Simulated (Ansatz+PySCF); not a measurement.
A calculation with Ansatz (development build ahead of 0.2.0).

```yaml
crystal:
  periodic: [false, false, false]
  atoms:
    - { symbol: "N", position_ang: [0.0, 0.0, -0.13085] }
    - { symbol: H, position_ang: [0.0, 0.0, 0.91593] }
basis:
  gaussian: { orbitals: def2-SVP }
magnetization:
  spin_polarized: true
  initial_magnetization: 2
hamiltonian:
  xc: pbe0
scf:
  omitted_lower_state_checks: [starts, atomic_configurations, cluster_reference, orbital_swaps, given_window_search, neighbouring_geometries, increment]
output:
  forces: true
```

The input is written out in the form of the current development build from the run's settings.

The run gave:

```yaml
Converged: yes
Total_energy: -55.11140 hartree
Spin_squared_of_the_determinant: 2.006
Stability_test: minimum
```

Forces (eV/Å):
```csv
atom,Fx,Fy,Fz
N1,0.000,0.000,0.000
H2,0.000,0.000,0.000
```
